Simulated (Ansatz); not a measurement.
Property card for Co3H

The calculation used Ansatz 0.2.0, DFT r2SCAN, scalar-relativistic, plane waves, PAW.

Settings: cutoff 500 eV, Γ-centred mesh 18×18×4 on the computed 8-atom cell, Gaussian smearing of 0.10 eV; collinear spin from starting moments 1.8 1.8 1.8 1.8 2.2 2.2 0 0 μB.

The structure is relaxed at this level of theory with its symmetry kept. Whether it is the stable form of this composition wasn't checked.

```xyz
8
Lattice="2.5301 0.0000 0.0000 -1.2650 2.1911 0.0000 0.0000 0.0000 12.1902" Properties=species:S:1:pos:R:3 pbc="T T T"
Co    0.0000    1.4607    1.0825
Co    1.2650    0.7304    7.1776
Co    0.0000    1.4607    5.0126
Co    1.2650    0.7304   11.1078
Co    0.0000    1.4607    9.1427
Co    1.2650    0.7304    3.0476
H     0.0000    0.0000    0.0000
H     0.0000    0.0000    6.0951
```

```json
{
  "Space group": "P6_3/mmc (No. 194)",
  "Volume per atom": "57.0 bohr³",
  "Formation energy from the elements' standard states (uncorrected)": "+0.026 eV/atom",
  "Generalised Kohn–Sham band gap": "none (metal)",
  "Density of states at the Fermi level": "4.43 states/eV per cell",
  "Löwdin character within 0.5 eV of the Fermi level": "Co 3d 89 %",
  "Bader charges (e)": "Co (4 in the cell) 0.14, Co (2 in the cell) 0.05, H (2 in the cell) -0.33",
  "Total moment": "10.07 μB per cell",
  "Site moments (μB; atoms counted from 1 over the whole cell)": "Co (atom 1) 1.64, Co (atom 2) 1.64, Co (atom 3) 1.64, Co (atom 4) 1.64, Co (atom 5) 2.00, Co (atom 6) 2.00"
}
```

The state reached may not be the lowest one.

Only this magnetic start was tried.

Cost: 1 run of about 7.4 core-minutes, on Arm Neoverse V2 (shared hosts).